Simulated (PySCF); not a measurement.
## Shapes and spin states of S₃

Method: B3LYP/[S def2-TZVP], no relativity, density fitting, PySCF.

Relaxations began from a few typed shapes and spin states; open shells are unrestricted. The search is not exhaustive: other isomers or separated fragments can lie lower, and high-lying points may rest on an excited occupation.

Problem. Order these stationary points by electronic energy, lowest first, in kJ/mol from the lowest minimum.
A. singlet C2v: S–S 1.923 Å (×2); S–S–S 118.1°
B. singlet D3h: S–S 2.091 Å (×3); S–S–S 60.0° (×3)
C. triplet D3h: S–S 2.191 Å (×3); S–S–S 60.0° (×3)
D. triplet C2v: S–S 1.997 Å (×2); S–S–S 94.0°
E. triplet C2v: S–S 1.964 Å (×2); S–S–S 127.9°

Solution. A (0.0), B (35.3), D (71.9), E (99.5), C (216.8).

Problem. Which of them are minima?

Solution. By energy in kJ/mol, 0.0: minimum; 35.3: minimum; 71.9: minimum; 99.5: minimum; 216.8: saddle point, 2 imaginary modes.

The electron or spin density has lower symmetry than the nuclear frame for the triplet D3h at 216.8 kJ/mol.
